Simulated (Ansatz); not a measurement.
Conformers of `CCCCC(C)C`, each relaxed with PBE0-D4/def2-TZVP in Ansatz. CBS adds the triple-zeta coupled-cluster correction to the MP2 limit.

Not all of them had a frequency check.

Conformer A:

Cartesian coordinates in Å:
```
C -2.785 -1.872 -0.867
C -1.639 -1.569 0.083
C -0.840 -0.340 -0.321
C 0.308 -0.039 0.628
C 1.081 1.242 0.325
C 1.771 1.193 -1.031
C 2.093 1.523 1.426
H -3.488 -1.036 -0.915
H -2.417 -2.050 -1.882
H -3.343 -2.758 -0.556
H -0.967 -2.433 0.137
H -2.030 -1.427 1.098
H -1.511 0.528 -0.367
H -0.462 -0.484 -1.339
H -0.088 0.026 1.649
H 1.010 -0.884 0.631
H 0.359 2.069 0.309
H 2.334 2.112 -1.217
H 2.478 0.358 -1.073
H 1.060 1.070 -1.851
H 2.835 0.719 1.483
H 2.631 2.457 1.246
H 1.609 1.596 2.404
```

Conformer B:

```xyz
23

C     1.429   -0.321    2.238
C     0.168   -1.007    1.739
C    -0.902   -0.043    1.238
C    -0.475    0.859    0.085
C     0.035    0.146   -1.165
C    -1.006   -0.797   -1.753
C     0.481    1.165   -2.203
H     1.197    0.402    3.027
H     1.941    0.219    1.439
H     2.137   -1.045    2.649
H     0.429   -1.716    0.946
H    -0.259   -1.609    2.547
H    -1.788   -0.617    0.945
H    -1.223    0.592    2.072
H    -1.325    1.491   -0.200
H     0.303    1.549    0.432
H     0.913   -0.451   -0.886
H    -1.285   -1.589   -1.054
H    -1.917   -0.250   -2.017
H    -0.632   -1.275   -2.661
H    -0.362    1.786   -2.523
H     1.250    1.832   -1.802
H     0.890    0.677   -3.092
```

Conformer C:

Cartesian coordinates in Å:
```
C 1.959 2.511 -0.511
C 1.447 1.087 -0.377
C 0.021 0.928 -0.881
C -0.499 -0.504 -0.861
C -0.529 -1.189 0.504
C -1.372 -0.423 1.514
C -1.033 -2.617 0.360
H 2.982 2.609 -0.142
H 1.334 3.208 0.054
H 1.949 2.836 -1.556
H 1.508 0.779 0.672
H 2.103 0.405 -0.931
H -0.642 1.576 -0.297
H -0.032 1.302 -1.910
H -1.515 -0.519 -1.275
H 0.113 -1.112 -1.539
H 0.498 -1.236 0.887
H -0.980 0.579 1.701
H -1.407 -0.948 2.472
H -2.401 -0.316 1.155
H -2.063 -2.628 -0.011
H -0.421 -3.186 -0.346
H -1.020 -3.144 1.317
```

**Question.** Which is lowest in electronic energy at CCSD(T)/CBS (frozen core, def2 sets), and by how much? (Estimate.)

**Answer.** Computed: A; B lies 2.6 kJ/mol higher, C lies 1.4 kJ/mol higher. Gaps under about 2 kJ/mol don't settle the order.

**Question.** Give the energies relative to A (kJ/mol) with r2SCAN-D4/def2-TZVPP, PBE/def2-TZVPP, B3LYP/def2-TZVPP, HF/def2-TZVPP, SCS-MP2/def2-TZVPP, CCSD(T)/def2-TZVPP, HF/CBS(def2). (Estimate.)

**Answer.** Computed: 
```json
{"level": "r2SCAN-D4/def2-TZVPP", "B": "3.1", "C": "1.6"}
{"level": "PBE/def2-TZVPP", "B": "6.5", "C": "3.3"}
{"level": "B3LYP/def2-TZVPP", "B": "8.0", "C": "4.1"}
{"level": "HF/def2-TZVPP", "B": "9.4", "C": "4.9"}
{"level": "SCS-MP2/def2-TZVPP", "B": "2.5", "C": "1.3"}
{"level": "CCSD(T)/def2-TZVPP", "B": "1.9", "C": "1.0"}
{"level": "HF/CBS(def2)", "B": "9.6", "C": "5.0"}
```

B3LYP here is the variant with VWN-RPA as its local correlation; programs differ in this.
